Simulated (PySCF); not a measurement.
B3LYP has the VWN-RPA correlation part, as in Gaussian. Delta-SCF ions had no search for a lower state. Excitations are Tamm–Dancoff values on a coarser integration grid. The basis has no diffuse functions, so Rydberg states are missing or too high.

## C3H9N, SMILES `CN(C)C` (charge 0, multiplicity 1)

Calculation: B3LYP-D3(BJ)/def2-TZVP // B3LYP-D3(BJ)/def2-SVP (PySCF).

```yaml
HOMO: -5.89 eV
dipole_moment: 0.086 e·Å
HOMO–LUMO gap: 6.70 eV
LUMO: 0.81 eV
S1 excitation (TDA): 5.74 eV
S1 oscillator strength: 0.048
T1 excitation (TDA): 5.55 eV
S1–T1 gap (TDA): 0.19 eV
vertical ionisation energy (Delta-SCF): 8.29 eV
total_energy: -174.5574 Ha
cost: around 110 core-seconds (rough)
```

```xyz
13

C     -0.1406     1.3232     0.3972
N      0.0765     0.1474    -0.4169
C     -1.0967    -0.6957    -0.4916
C      1.2584    -0.5868    -0.0209
H      0.7450     1.9777     0.3641
H     -1.0000     1.8970     0.0154
H     -0.3438     1.0864     1.4692
H     -1.3926    -1.1284     0.4942
H     -1.9553    -0.1200    -0.8725
H     -0.9187    -1.5351    -1.1826
H      1.1908    -1.0090     1.0104
H      1.4343    -1.4263    -0.7124
H      2.1427     0.0695    -0.0536
```
